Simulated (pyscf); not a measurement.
Single points on ωB97X-D3(BJ)/def2-SVP structures (PySCF, gas phase).

Q: For `[GeH2]` [singlet] + `[ClH]` → `[Cl][GeH]` [singlet] + `[H][H]`, a four-centre exchange (singlet surface; Ge–H, Cl–H broken, Cl–Ge, H–H formed), PBE/def2-TZVP gives ΔE‡ = -0.43 eV and ΔE = -1.20 eV (zero: the separated reactants). In which direction and how far do B3LYP-D3(BJ)/def2-TZVP, PBE0-D3(BJ)/def2-TZVP, ωB97M-D3(BJ)/def2-TZVP move these?

A: B3LYP-D3(BJ): ΔE‡ = -0.19 eV, ΔE = -1.20 eV; PBE0-D3(BJ): ΔE‡ = -0.30 eV, ΔE = -1.15 eV; ωB97M-D3(BJ): ΔE‡ = -0.05 eV, ΔE = -1.10 eV. PBE's barrier lies under all of them, by 0.13 to 0.38 eV. Its reaction energy matches one of them and lies within 0.11 eV of the others. On the reactant side the descent ends in a bound adduct, 0.40 eV under the separated species and 0.26 eV under the saddle at ωB97X-D3(BJ)/def2-TZVP. At PBE, B3LYP-D3(BJ), PBE0-D3(BJ), ωB97M-D3(BJ) the saddle lies under the separated reactants, which points to a path from their complex (located at ωB97X-D3(BJ) alone). At ωB97X-D3(BJ)/def2-TZVP the barrier from the zero used here is -0.14 eV. This is the saddle that the search found; another between the same sides may lie lower. Elements up to Kr have no core potential and no relativistic terms here.
